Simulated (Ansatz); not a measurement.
**Worked example: BH(CH3)(NH2) + CH4O → BH(CH3)(OH) + CH5N**

Species: BH(CH3)(NH2), singlet; CH4O (methanol) `CO`, singlet; BH(CH3)(OH), singlet; CH5N (methylamine) `CN`, singlet. The partners trade NH2 for OH: B–NH2 and C–OH bonds give way to B–OH and C–NH2.

Shapes, held fixed at every level: PBE0-D4/def2-TZVP. Flexible molecules stand in one conformer, not always the lowest. Programs: Ansatz 0.2.0. The zero-point and thermal change to 298 K, harmonic and unscaled (PBE0-D4/def2-TZVP), is +0.1 kJ/mol.

At CCSD(T)/CBS estimate; 1 Eh = 2625.50 kJ/mol:

| species | energy (Eh) |
| --- | --- |
| BH(CH3)(NH2) | -121.212672 |
| CH4O | -115.617125 |
| BH(CH3)(OH) | -141.084889 |
| CH5N | -95.752808 |

Q: Work out ΔH(298 K) of the reaction at this level.

A: 
1. Products less reactants: (-141.084889) + (-95.752808) − [(-121.212672) + (-115.617125)] = -0.007900 Eh = -20.7 kJ/mol.
2. With the thermal change: -20.7 + (+0.1) = -20.6 kJ/mol.

Other levels give -22.3 (MP2/def2-TZVPP) to -17.1 kJ/mol (PBE-D4/def2-TZVPP). No measured value is set beside it here. The CBS estimate extrapolates MP2 from def2-TZVPP and def2-QZVPP and adds CCSD(T) − MP2 in the triple-zeta set, cores frozen.
